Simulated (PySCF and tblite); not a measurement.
Values are calculated unless marked as measured or tabulated.
C₄H₈O, numbered as in [CH3:1][CH2:2][C:3]([CH3:4])=[O:5].

Level: PBE0-D3(BJ)/def2-TZVP//PBE0-D3(BJ)/def2-SVP, thermal terms from GFN2-xTB, symmetry numbers and mirror pairs counted. Conformers within 4 kcal/mol (GFN2-xTB free energy) were kept, 5 at most. GIAO shieldings: PBE0/pcSseg-1. Shifts are against TMS (¹H), TMS (¹³C) at the same level. Run with PySCF (density fitting) and tblite.

Torsions listed: C1–C2–C3–O5. Of a mirror pair one member is shown.

| conformer | shape | symmetry | E(GFN2) kcal/mol | E(DFT) kcal/mol |
| --- | --- | --- | --- | --- |
| 1 | 0° | Cs | 0.00 | 0.00 |
| 2 | -91° | C1 (pair) | 0.21 | 1.32 |

Problem. How much do the weights at 298.15 K and the averaged shift of C1 depend on how the conformers are weighted?

Solution. 
| weighting | 1 (%) | 2 (%) | δ (ppm) | rms dipole (D) |
| --- | --- | --- | --- | --- |
| DFT energy with thermal terms, symmetry and mirror images (full scheme) | 90 | 10 | 9.3 | 2.86 |
| DFT energy with symmetry and mirror images | 82 | 18 | 9.6 | 2.87 |
| bare DFT energy | 90 | 10 | 9.2 | 2.86 |
| GFN2-xTB energy with symmetry and mirror images | 41 | 59 | 11.6 | 2.91 |
| GFN2-xTB free energy | 58 | 42 | 10.8 | 2.89 |
| leading conformer alone | 100 | 0 | 8.8 | 2.85 |
| equal weights | 50 | 50 | 11.2 | 2.90 |

The largest departure from the full scheme, 2.4 ppm, comes with: GFN2-xTB energy with symmetry and mirror images.
